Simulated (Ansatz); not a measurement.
## Born effective charge (magnitude) of rock-salt MgO: levels of theory against measurement

Reference value: 1.96 e (measured, temperature not stated, no zero-point or thermal correction, magnitude, our sources range from 1.96 to 2.02; as tabulated in Posternak et al. (1997), arXiv:cond-mat/9702086).

| level (code) | value (e) | cell (Å³/atom) |
|---|---|---|
| LDA (Ansatz) | 1.97 | 9.00 |
| PBE (Ansatz) | (withheld) | 9.62 |
| PBEsol (Ansatz) | 1.98 | 9.36 |
| PBE-D3(BJ) (Ansatz) | 1.98 | 9.31 |
| r²SCAN (Ansatz) | 1.98 | 9.29 |

Question: Fill in the missing entries.

Answer: 
- PBE (Ansatz, an electronic-structure program), value (e): 2.00

Differences against the reference: LDA +0.5 %, PBE +2.0 %, PBEsol +1.0 %, PBE-D3(BJ) +1.0 %, r²SCAN +1.0 %.

Any of these levels can be the nearest once the reference is moved by up to 3.1 % (a margin picked here for doubts on the reference and the settings, and for temperature and zero-point motion) and values within 1.0 % count as equal. Within 10 %: LDA, PBE, PBEsol, PBE-D3(BJ), r²SCAN.

The reference isn't brought to a static lattice, while the calculations are for one, so the differences are not the levels' errors alone.  Each level is taken at its own relaxed cell. Cutoffs and k meshes differ between the levels. Ansatz's density-functional and Hartree–Fock values are scalar-relativistic unless marked +SOC, with PAW data made under PBE.

Differences are worked out from the printed values.
